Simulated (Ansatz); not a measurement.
## Worked example: the step energy

An elementary step of CH₄OSi, closed shell (CH₂OSi ([O][CH][SiH]) + H₂ → CH₄OSi ([OH][CH][SiH2]); H–Si, H–H broken or loosened, H–O, Si–H formed or tightened). “Start” and “end” are the PBE0-D4/def2-TZVP structures reached by relaxing down either side of its saddle point, with the molecules still in contact.

Program: Ansatz 0.2.0. Basis: def2-TZVPP and def2-QZVPP. Cores are frozen in the correlated methods.

Energies in eV:

| quantity | end | start |
| --- | --- | --- |
| Hartree–Fock, triple zeta (X = 3) | -10992.36597 | -10991.17998 |
| Hartree–Fock, quadruple zeta (X = 4) | -10992.75851 | -10991.57367 |
| MP2 correlation, X = 3 | -14.45511 | -14.37896 |
| MP2 correlation, X = 4 | -15.50867 | -15.42493 |
| CCSD(T) correlation, X = 3 | -15.86949 | -15.84711 |

**Question.** Work out the step energy at the basis limit: extrapolate Hartree–Fock as E(X) = E∞ + A exp(−7.88 √X) and the MP2 correlation as E(X) = E∞ + B X^−2.97 (the exponents that Neese and Valeev fitted for def2-TZVPP and QZVPP), then add CCSD(T) − MP2 in triple zeta.

**Answer.** Each step is linear, so take the differences first (end − start): Hartree–Fock -1.18599 (X = 3) and -1.18484 (X = 4); MP2 correlation -0.07615 and -0.08374; CCSD(T) correlation -0.02238.
Two points give E∞ = E(4) + w [E(4) − E(3)], with w = 1/(exp(7.88 (2 − √3)) − 1) = 0.1377 for Hartree–Fock and w = 1/((4/3)^2.97 − 1) = 0.7407 for the correlation.
Hartree–Fock: -1.18484 + 0.1377 × 0.00115 = -1.1847 eV.
MP2 correlation: -0.08374 + 0.7407 × (-0.00759) = -0.0894 eV.
CCSD(T) − MP2: -0.02238 − (-0.07615) = 0.0538 eV.
Sum: -1.1847 + (-0.0894) + 0.0538 = -1.2203 eV, or -28.14 kcal/mol. Plain CCSD(T) in triple zeta gives -1.2084 eV, so the larger basis shifts the result by -0.0119 eV.

The T1 diagnostic stays at or below 0.021. The restricted Hartree–Fock reference is unstable towards an unrestricted one at one or more of these structures.

Labels in which every atom is bracketed show which atoms are joined, not bond orders.

For scale, one of the runs: CCSD(T)/def2-TZVPP, 160 basis functions, launched by `ansatz run in.yaml --threads 2 --pin off --events-out ev --progress --plain --max-ram 4352MiB`. Hardware: 2 CPU threads, shared host. Wall time 20 s; peak host memory 1.2 GiB.
